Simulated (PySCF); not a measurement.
# Na₂: bond curves at several levels of theory

One table from this session's results is given with a row withheld; the runs are named, their logs left out.

Program: PySCF 2.14.0. Level of theory: Na 6-31G(d,p), no relativity. These are calculated values, not measurements.

Set-up of the first run:

A driver script around PySCF takes these settings:

* atoms: Na, Na
* charge: 0
* basis: Na 6-31G(d,p)
* Hamiltonian: no relativity
* basis functions: 36
* electrons treated: 22
* masses in u: 22.9898, 22.9898
* levels: PBE0, PBE, r²SCAN, BP86, MN15, M06-2X, ωB97X, HF, MP2, SCS-MP2, CCSD, CCSD(T)
* grid: 80 radial by 434 angular points
* occupations: held fixed by the projection of orbital angular momentum
* dissociation limit: Na + Na, each in its ground configuration
* starting distance in angstrom: 3.150
* values of 2S to try: 0, 2

Launch:

```bash
> OMP_NUM_THREADS=1 python dia.py task.json out
```

Steps of the session up to this table: The job; PBE0 along the bond; Higher solutions at PBE0; PBE; r²SCAN (meta-GGA); BP86; MN15; M06-2X (hybrid meta-GGA); ωB97X (range-separated hybrid); RHF; Adding correlation.

One of the session's tables, all rows but one given; the rest of the session is left out.

| level | Re (Å) | ωe (cm⁻¹) | De (eV) |
| --- | --- | --- | --- |
| RHF | 3.189 | 157.5 | -0.032 |
| RHF-MP2 | 3.156 | 164.4 | 0.452 |
| RHF-SCS-MP2 | 3.155 | 164.1 | 0.54 |
| RHF-CCSD | 3.153 | 160.5 | 0.68 |
| RHF-CCSD(T) | 3.153 | 160.4 | 0.68 |
| PBE | 3.077 | 155.8 | 0.77 |
| BP86 | 3.084 | 154.0 | 0.72 |
| r²SCAN | ? | ? | ? |
| PBE0 | 3.085 | 160.2 | 0.69 |
| MN15 | 2.965 | 172.2 | 0.87 |
| M06-2X | 2.951 | 178.6 | 0.87 |
| ωB97X | 3.072 | 167.3 | 0.87 |

Q: Estimate the row for r²SCAN from the others.

As computed: Re (Å): 3.129; ωe (cm⁻¹): 156.7; De (eV): 0.61. In the column «Re (Å)» it lies between PBE0 (3.085) and RHF-CCSD (3.153).

De is counted to Na + Na in their ground configurations.
